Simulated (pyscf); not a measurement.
H₃C–Cl + F–C:–F [singlet] → H₃C–C(F)(F)–Cl, an insertion (singlet surface; C–Cl broken, C–C, C–Cl formed). PySCF, gas phase, ωB97X-D3(BJ)/def2-SVP geometries. MP2 and CC: frozen core, UHF for open shells. ΔMP2 is the change of the MP2 total energy from the triple- to the quadruple-zeta basis. Energies in kcal/mol from the separated reactants.

Small-basis levels: PySCF, no dispersion term, spherical d functions. AM1 to PM7: differences of heats of formation from MOPAC, which are fitted to 298 K values and so differ in kind from electronic energies by zero-point and thermal terms. GFN2-xTB: tblite. Cost: rough CPU time at the saddle relative to B3LYP/6-31G*, from one job on a shared machine.

```json
[
 {"level": "HF/STO-3G", "barrier": "79.3", "reaction energy": "-62.3", "cost": "0.03"},
 {"level": "HF/6-31G*", "barrier": "72.6", "reaction energy": "-56.9", "cost": "0.08"},
 {"level": "MP2/6-31G*", "barrier": "62.5", "reaction energy": "-69.3", "cost": "0.09"},
 {"level": "SVWN5/6-31G*", "barrier": "30.8", "reaction energy": "-83.0", "cost": "0.7"},
 {"level": "BP86/6-31G*", "barrier": "40.2", "reaction energy": "-64.4", "cost": "1"},
 {"level": "PBE/6-31G*", "barrier": "38.9", "reaction energy": "-67.7", "cost": "1"},
 {"level": "B3LYP/3-21G", "barrier": "32.2", "reaction energy": "-66.5", "cost": "0.6"},
 {"level": "B3LYP/6-31G*", "barrier": "48.1", "reaction energy": "-64.0", "cost": "1"},
 {"level": "PBE/def2-SVP", "barrier": "38.2", "reaction energy": "-71.3", "cost": "1"},
 {"level": "GFN2-xTB", "barrier": "27.4", "reaction energy": "-84.7", "cost": "under 0.02"},
 {"level": "PM6", "barrier": "40.9", "reaction energy": "-49.8", "cost": "under 0.02"},
 {"level": "PM7", "barrier": "…", "reaction energy": "-41.1", "cost": "under 0.02"},
 {"level": "CCSD(T)/def2-TZVPP + ΔMP2(QZVPP)", "barrier": "…", "reaction energy": "-64.2", "cost": "–"}
]
```

What belongs in the gaps?


- PM7, barrier: 42.0
- CCSD(T)/def2-TZVPP + ΔMP2(QZVPP), barrier: 54.9

Against the last row the barrier runs from -27.5 (GFN2-xTB) to +24.3 kcal/mol (HF/STO-3G). CCSD(T)/def2-TZVPP + ΔMP2(QZVPP) has limits of its own. From the product side, H₃C–C•(F)–F + Cl• lies, by one bond made or cut, 30.0 kcal/mol under this saddle at ωB97M-D3(BJ)/def2-TZVP. The same reactants have a lower exit, to F–CH(F)–CH₂–Cl (barrier +37.8 kcal/mol at ωB97M-D3(BJ)/def2-TZVP, against +54.8 kcal/mol here). This is the saddle that the search found; another between the same sides may lie lower. The CCSD(T) − MP2 part came from Ansatz, without density fitting, on the same reference.
